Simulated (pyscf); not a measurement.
Elementary routes open to `[ClH]` + `[NH2][Si]([Cl])[Cl]` [doublet] in the gas phase (doublet surface):
A. `[NH2][Si]([Cl])([Cl])[Cl]` + `[H]` [doublet] (Cl–H broken; Cl–Si formed)
B. `[Cl][Si]([Cl])[Cl]` [doublet] + `[NH3]` (Cl–H, N–Si broken; Cl–Si, H–N formed)

PySCF, gas phase, ωB97X-D3(BJ)/def2-SVP geometries.

**Question.** Rank the routes by free-energy barrier at 600 K, lowest first, for ωB97M-D3(BJ)/def2-TZVP energies (ideal gas, 1 atm, RRHO with modes under 100 cm⁻¹ raised to 100, one conformer, R ln 2 for chiral ones without a mode under 150 cm⁻¹).

**Answer.** B (25.9 kcal/mol), A (31.3 kcal/mol)

Route B is the fastest of these, ahead of the next by 5.4 kcal/mol. The most stable products are those of A (ΔG = -3.7 kcal/mol), whose barrier is 5.4 kcal/mol higher: the kinetic and the thermodynamic product differ. At 1200 K B is still the fastest. B: On the product side the descent ends in an adduct with a N–Si contact (not fully relaxed), 10.1 kcal/mol under the separated species and 22.0 kcal/mol under the saddle at ωB97X-D3(BJ)/def2-TZVP. Only these routes are compared; each barrier is that of the saddle found, and lower ones may exist.
